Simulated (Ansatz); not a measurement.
**AlS (doublet): from Hartree-Fock to the top rungs at distance Al1–S2 = 2.839 Å, cc-pVDZ**

How much of the correlation energy of AlS (doublet) does each wave-function method recover here?

Computed with Ansatz 0.2.0, Gaussian basis. Level: cc-pVDZ, core rule «outside noble gas», up to 10 orbitals frozen.

To be run: UHF; CCSD(T) on ROHF; CCSD(T) on UHF; BCCD(T) on ROHF; CISD; CCSDT(Q) on ROHF; CCSDT(Q) on UHF; CISDTQ; CCSDTQ on ROHF; CCSDTQ on UHF; CASSCF and MRCISD+Q, 3 electrons in 3 orbitals; CASSCF and NEVPT2, 3 electrons in 3 orbitals; CASSCF and MRCISD+Q, 9 electrons in 8 orbitals; CASSCF and NEVPT2, 9 electrons in 8 orbitals; Full CI.

2 further runs of the same task are left out: 2 for a known fault of the program.

## Step 1: What is computed

The geometry derives from a PBE0/def2-TZVP stationary point (not a proven minimum). One bond is set to the value named and the two fragments are kept rigid.

2 atoms, charge 0, spin multiplicity 2.

Atoms are counted from 1 here; the program's logs count them from 0.

No contacts short enough for the rule that draws bonds.

## Step 2: UHF

Input file in.yaml:

```yaml
crystal:
  periodic: [false, false, false]
  atoms:
    - {symbol: Al, position_ang: [0.000000, 0.000000, 0.000000]}
    - {symbol: S, position_ang: [0.000000, 0.000000, 2.839000]}
basis:
  gaussian: {orbitals: cc-pVDZ}
magnetization: {spin_polarized: true, initial_magnetization: 1}
hamiltonian: {xc: hf}
output: {orbitals: {seedname: orbitals}}
```

Launch:

```sh
$ ansatz run in.yaml --threads 1 --pin off --events-out ev --progress --plain --max-ram 3793MiB --backend cpu
```

After this run come: CCSD(T) on ROHF; CCSD(T) on UHF; BCCD(T) on ROHF; CISD; CCSDT(Q) on ROHF; CCSDT(Q) on UHF; CISDTQ; CCSDTQ on ROHF; CCSDTQ on UHF; CASSCF and MRCISD+Q, 3 electrons in 3 orbitals; CASSCF and NEVPT2, 3 electrons in 3 orbitals; CASSCF and MRCISD+Q, 9 electrons in 8 orbitals; CASSCF and NEVPT2, 9 electrons in 8 orbitals; Full CI.

Q: Predict the results of all the runs planned. Wanted: FCI below the RHF energy; RMP2 from FCI; UMP2 from FCI; RCCSD from FCI; RCCSD(T) from FCI; UCCSD(T) from FCI; RCCSDT(Q) from FCI; UCCSDT(Q) from FCI; NEVPT2 valence from FCI.

**Answer**, as computed:

| quantity | value |
| --- | --- |
| FCI below the RHF energy | -5.0542 eV |
| RMP2 from FCI | +1034.5 meV |
| UMP2 from FCI | +1043.1 meV |
| RCCSD from FCI | +204.6 meV |
| RCCSD(T) from FCI | +53.5 meV |
| UCCSD(T) from FCI | +54.1 meV |
| RCCSDT(Q) from FCI | +1.2 meV |
| UCCSDT(Q) from FCI | -2.7 meV |
| NEVPT2 valence from FCI | +877.1 meV |
| MRCISD+Q valence from FCI | +14.6 meV |
| levels within 1 kcal/mol (43 meV) | RCCSDT, UCCSDT, CISDTQ, RCCSDT(Q), UCCSDT(Q), RCCSDTQ, UCCSDTQ, MRCISD+Q valence |
| T1 diagnostic | 0.029 |
| effectively unpaired electrons | 1.15 |

In words: RCCSD(T) misses by +53.5 meV, 1.1 % of the correlation energy. UCCSDT(Q) falls below full CI: unrestricted runs freeze a spin-polarised core, another one than full CI's, and coupled cluster isn't variational. One determinant dominates. Of the multireference levels listed MRCISD+Q valence comes nearest in total energy (+14.6 meV), which doesn't show that its space is the better one. These misses are within one basis, not against nature; the frozen cores of restricted and unrestricted runs differ, which can shift their rows.
